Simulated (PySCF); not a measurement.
**B₂H₆: relaxation and vibrations of the singlet**

The task is one start of a wider search on B₂H₆: the singlet, from a doubly bridged start. It is relaxed, tested by its Hessian and followed downhill if it is a saddle.

Program: PySCF 2.14.0. Level of theory: B3LYP, basis B def2-TZVP, H def2-TZVP, no relativity, density fitting. These are calculated values, not measurements.

### 1 The starting structure

8 atoms, charge 0, spin multiplicity 1.

Bond lengths: B1–B2 1.692 Å, B1–H3 1.240 Å, B1–H4 1.240 Å, B1–H5 1.164 Å, B1–H6 1.164 Å, B2–H3 1.240 Å, B2–H4 1.240 Å, B2–H7 1.164 Å, B2–H8 1.164 Å. Angles: B2–B1–H3 47.0°, B2–B1–H4 47.0°, B2–B1–H5 120.2°, B2–B1–H6 120.2°, H3–B1–H4 94.0°, H3–B1–H5 110.0°, H3–B1–H6 110.0°, H4–B1–H5 110.0°, H4–B1–H6 110.0°, H5–B1–H6 119.7°, B1–B2–H3 47.0°, B1–B2–H4 47.0°, B1–B2–H7 120.2°, B1–B2–H8 120.2°, H3–B2–H4 94.0°, H3–B2–H7 110.0°, H3–B2–H8 110.0°, H4–B2–H7 110.0° and more.

Z-matrix (Å, degrees; charge 0 multiplicity 1):
```
B
B  1 1.6916
H  1 1.2402 2 47.00
H  1 1.2402 2 47.00 3 180.00
H  1 1.1639 2 120.17 3 90.00
H  1 1.1639 2 120.17 3 -90.00
H  2 1.1639 1 120.17 3 -90.00
H  2 1.1639 1 120.17 3 90.00
```

### 2 The SCF at the typed geometry

One driver script runs all steps and calls PySCF; scf.py shows how it sets up the SCF of each step. The optimiser is the driver's own. After this first run the driver tries any further starts and a stability analysis.

File scf.py:

```python
from pyscf import gto, scf, dft
mol = gto.M(atom='''
B      0.845800     0.000000     0.000000
B     -0.845800     0.000000     0.000000
H      0.000000     0.907000     0.000000
H      0.000000    -0.907000     0.000000
H      1.430800     0.000000     1.006200
H      1.430800     0.000000    -1.006200
H     -1.430800     0.000000     1.006200
H     -1.430800     0.000000    -1.006200''',
    basis={'B': 'def2-TZVP', 'H': 'def2-TZVP'},
    charge=0, spin=0)
mf = dft.RKS(mol, xc='B3LYP')
mf.grids.atom_grid = (50, 194)
aux = {'B': 'def2-universal-JKFIT', 'H': 'def2-universal-JKFIT'}
mf = mf.density_fit(auxbasis=aux)
mf.conv_tol = 1e-08
mf.diis_space = 10
mf.max_cycle = 60
mf.init_guess = 'minao'
mf.verbose = 4
mf.kernel()
```

Started as:

```bash
OMP_NUM_THREADS=4 python axn.py task.json out
```

The program printed:

```text
init E= -53.3177658904558
  HOMO = -0.375871022182849  LUMO = -0.103857801713545  gap/eV = 7.40186
cycle= 1 E= -53.2873780521871  delta_E= 0.0304  |g|= 0.219  |ddm|= 1.72
  HOMO = -0.298096292163704  LUMO = -0.00853799207550487  gap/eV = 7.87928
cycle= 2 E= -53.2964619288457  delta_E= -0.00908  |g|= 0.155  |ddm|= 0.353
  HOMO = -0.330691186163413  LUMO = -0.0387482151651781  gap/eV = 7.94417
cycle= 3 E= -53.3041896429158  delta_E= -0.00773  |g|= 0.017  |ddm|= 0.139
  HOMO = -0.331479156275075  LUMO = -0.0365560428771445  gap/eV = 8.02527
cycle= 4 E= -53.3042805875674  delta_E= -9.09e-05  |g|= 0.00338  |ddm|= 0.0204
  HOMO = -0.331317320524198  LUMO = -0.036693146933116  gap/eV = 8.01713
cycle= 5 E= -53.3042842582682  delta_E= -3.67e-06  |g|= 0.000237  |ddm|= 0.00307
  HOMO = -0.331287793472866  LUMO = -0.0366911184231835  gap/eV = 8.01638
cycle= 6 E= -53.3042842724412  delta_E= -1.42e-08  |g|= 1.24e-05  |ddm|= 0.000301
  HOMO = -0.331288271624283  LUMO = -0.0366883875796038  gap/eV = 8.01647
cycle= 7 E= -53.3042842724947  delta_E= -5.35e-11  |g|= 8.88e-07  |ddm|= 1.49e-05
  HOMO = -0.331288521699159  LUMO = -0.0366886923272283  gap/eV = 8.01647
Extra cycle  E= -53.3042842724948  delta_E= -1.14e-13  |g|= 5.15e-07  |ddm|= 1.92e-06
converged SCF energy = -53.3042842724948
```

This step, with its further starts and checks, ran for 5 s (4 threads of Arm Neoverse N1, shared host).

The test of internal stability found no lower closed-shell solution.

### 3 Relaxation: doubly bridged start, singlet

The program finds D2h symmetry in the start, which this walk keeps. Threshold on the gradient: 0.0003 Eh/bohr, with a further test on the energy change.

Edit scf.py of step 2 so:

```diff
@@ -20 +19,0 @@
-mf.init_guess = 'minao'
```

Energy and gradient, step by step:

```csv
step,energy (Eh),change (kJ/mol),largest symmetric gradient (Eh/bohr)
0,-53.304284,0.00,0.03042
1,-53.309302,-13.17,0.01541
2,-53.310755,-16.99,0.00651
3,-53.310847,-17.23,0.00253
4,-53.310861,-17.27,0.00054
5,-53.310863,-17.27,0.00015
```

The walk took 11 s.

After 5 steps and 17.3 kJ/mol it ends at D2h: B–B 1.759 Å, B–H 1.187 Å (×4), B–H 1.313 Å (×4); B–B–H 47.9° (×4), B–B–H 119.2° (×4), B–H–B 84.1° (×2), H–B–H 95.9° (×2), H–B–H 109.1° (×8), H–B–H 121.6° (×2).

### 4 Is it a minimum? Harmonic modes

The point is checked on the finer grid, and tightened if its gradient asks for it. The Hessian and the dipole derivatives come from central differences of analytic gradients, with steps of 0.02 bohr.

Edit scf.py of step 3 so:

```diff
@@ -3,8 +3,8 @@
-B      0.845800     0.000000     0.000000
-B     -0.845800     0.000000     0.000000
-H      0.000000     0.907000     0.000000
-H      0.000000    -0.907000     0.000000
-H      1.430800     0.000000     1.006200
-H      1.430800     0.000000    -1.006200
-H     -1.430800     0.000000     1.006200
-H     -1.430800     0.000000    -1.006200''',
+B      0.879476     0.000000     0.000000
+B     -0.879476     0.000000    -0.000000
+H      0.000000     0.974151    -0.000000
+H      0.000000    -0.974151    -0.000000
+H      1.457498     0.000000     1.036156
+H      1.457498     0.000000    -1.036156
+H     -1.457498     0.000000     1.036156
+H     -1.457498     0.000000    -1.036156''',
@@ -14 +14 @@
-mf.grids.atom_grid = (50, 194)
+mf.grids.atom_grid = (75, 302)
@@ -17 +17 @@
-mf.conv_tol = 1e-08
+mf.conv_tol = 1e-10
```

The driver hands on the density of the step before, so the log starts near convergence.

Log of the central SCF (cycles and frontier levels):

```text
init E= -53.3108929244498
  HOMO = -0.333977434296818  LUMO = -0.0426174763695641  gap/eV = 7.92831
cycle= 1 E= -53.3108929244503  delta_E= -5.12e-13  |g|= 2.62e-06  |ddm|= 4.7e-06
  HOMO = -0.333976772312951  LUMO = -0.0426166314348055  gap/eV = 7.92831
Extra cycle  E= -53.3108929244511  delta_E= -7.82e-13  |g|= 2.28e-06  |ddm|= 4.06e-06
converged SCF energy = -53.3108929244511
```

The whole step took 60 s.

Geometry: D2h; B–B 1.759 Å, B–H 1.186 Å (×4), B–H 1.312 Å (×4); B–B–H 47.9° (×4), B–B–H 119.2° (×4), B–H–B 84.2° (×2), H–B–H 95.8° (×2), H–B–H 109.1° (×8), H–B–H 121.7° (×2).

Harmonic modes (main isotopes):

| symmetry | ω (cm⁻¹) | IR (km/mol) |
| --- | --- | --- |
| b2u | 366 | 17.1 |
| ag | 801 | 0.0 |
| au | 848 | 0.0 |
| b2g | 894 | 0.0 |
| b3g | 939 | 0.0 |
| b2u | 952 | 0.4 |
| b3u | 991 | 24.7 |
| b1g | 1020 | 0.0 |
| b1u | 1197 | 77.7 |
| ag | 1205 | 0.0 |
| b1u | 1718 | 459 |
| b2g | 1862 | 0.0 |
| b3u | 1997 | 8.5 |
| ag | 2180 | 0.0 |
| b1u | 2608 | 144 |
| ag | 2621 | 0.0 |
| b3g | 2697 | 0.0 |
| b2u | 2711 | 174 |

No imaginary mode, so this is a minimum.

Constants and moments:

| Item | Value |
| --- | --- |
| Dipole moment | 0.00 D |
| Highest occupied level | -9.09 eV |
| Lowest empty level | -1.16 eV |
| Rotational constants | 2.701, 0.6128, 0.5634 cm⁻¹ |
| Zero-point energy | 165.1 kJ/mol |
| Principal polarisabilities | 25.9, 31.5, 39.1 bohr³ |
| Atomisation energy without zero-point energy | 2547 kJ/mol |
| Principal traceless quadrupole moments about the centre of mass | -2.55, -1.10, 3.64 D Å |
| Entropy at 298.15 K and 1 bar | 231.9 J/(mol K) |
| Heat capacity Cp at 298.15 K | 55.8 J/(mol K) |
| Enthalpy at 298.15 K above 0 K | 11.87 kJ/mol |
| Rotational symmetry number | 4 |

Populations by atom (charges in e):

| atom | Mulliken | Löwdin | polar tensor | Mayer order to B1 |
| --- | --- | --- | --- | --- |
| B1 | -0.10 | -0.39 | 0.45 | – |
| B2 | -0.10 | -0.39 | 0.45 | 0.54 |
| H3,4 | 0.09 | 0.25 | -0.15 | 0.48 |
| H5,6 | 0.00 | 0.07 | -0.15 | 0.98 |
| H7,8 | 0.00 | 0.07 | -0.15 | 0.00 |

Mulliken populations on B1: s 3.09, p 1.95, d 0.06, f 0.01.

### 5 Outcome

| quantity | value |
| --- | --- |
| minimum | singlet, D2h |
| geometry | B–B 1.759 Å, B–H 1.186 Å (×4), B–H 1.312 Å (×4); B–B–H 47.9° (×4), B–B–H 119.2° (×4), B–H–B 84.2° (×2), H–B–H 95.8° (×2), H–B–H 109.1° (×8), H–B–H 121.7° (×2) |
| wavenumbers (cm⁻¹) | 366 (b2u), 801 (ag), 848 (au), 894 (b2g), 939 (b3g), 952 (b2u), 991 (b3u), 1020 (b1g), 1197 (b1u), 1205 (ag), 1718 (b1u), 1862 (b2g), 1997 (b3u), 2180 (ag), 2608 (b1u), 2621 (ag), 2697 (b3g), 2711 (b2u) |
| dipole moment | 0.00 D |
| highest occupied, lowest empty level | -9.09, -1.16 eV |
| polar-tensor charge of B1 | +0.45 e |
| zero-point energy | 165.1 kJ/mol |
| entropy at 298.15 K | 231.9 J/(mol K) |
| atomisation energy (no zero-point energy) | 2547 kJ/mol |

**Reading.** The doubly bridged start keeps its D2h symmetry and ends in a minimum. In the infrared the band at 1718 cm⁻¹ (b1u) leads. The dipole vanishes although B1 carries +0.4 e by the polar tensor: the bond dipoles cancel. Other starts or spin states, not run here, may lie lower.

The search up to here took 76 s.
